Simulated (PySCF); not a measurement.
## SH⁺: from constants to spectrum

UHF-CCSD(T) constants of SH⁺, ³Σ⁻ (triplet), unpaired electrons π ↑↑ (H def2-TZVPPD, S def2-TZVPPD; no relativity (PySCF 2.14); masses 1.0078 and 31.9721 u):

- ωe: 2557.8 cm⁻¹
- ωexe: 49.4 cm⁻¹
- Be: 9.2669 cm⁻¹
- αe: 0.283 cm⁻¹
- D (centrifugal): 0.000487 cm⁻¹
- De to H + S⁺: 3.59 eV

Question: Give the vibrational terms G(v) and spacings up to v = 6.

Answer: G(v) = ωe(v+½) − ωexe(v+½)².

```tsv
v	G(v) (cm⁻¹)	G(v) − G(v−1)	Bv (cm⁻¹)
0	1267		9.125
1	3726	2459	8.842
2	6086	2360	8.559
3	8347	2261	8.276
4	10510	2163	7.993
5	12574	2064	7.710
6	14539	1965	7.427
```

Question: How well does the Morse estimate ωe²/(4ωexe) reproduce De, and what is D0?

Answer: It gives 4.10 eV, 114 % of the computed De. D0 = De − G(0) = 3.59 − 0.16 = 3.43 eV.

Correlated steps freeze 5 core orbitals. For an ion De counts to the pair picked by the measured ionisation energies or electron affinities, which need not be the lowest pair at this level. The state is the lowest determinant that a PBE0 search found; another state may lie lower at other levels.
